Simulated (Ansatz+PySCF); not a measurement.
A calculation with Ansatz (development build ahead of 0.2.0).

```yaml
crystal:
  periodic: [false, false, false]
  atoms:
    - { symbol: Li, position_ang: [0.0, 0.0, -1.14896] }
    - { symbol: F, position_ang: [0.0, 0.0, 0.38299] }
basis:
  gaussian: { orbitals: def2-SVP }
magnetization:
  spin_polarized: true
hamiltonian:
  xc: hf
correlation:
  method: ccsd_t
  frozen_orbitals: { F: 1, Li: 0 }
scf:
  omitted_lower_state_checks: [stability, starts, atomic_configurations, cluster_reference, orbital_swaps, given_window_search, neighbouring_geometries, increment]
```

The input is written out in the form of the current development build from the run's settings.

Results

```json
{
  "Converged": "yes",
  "Reference energy": "-106.84908 hartree",
  "CCSD correlation energy": "-0.20575 hartree",
  "Triples correction": "-0.00195 hartree",
  "Total energy": "-107.05678 hartree",
  "Spin squared of the determinant": "0.000",
  "Largest doubles amplitude": "0.04",
  "Occupied orbitals by symmetry in an Abelian subgroup (alpha; beta)": "4 A1 1 B1 1 B2; 4 A1 1 B1 1 B2"
}
```
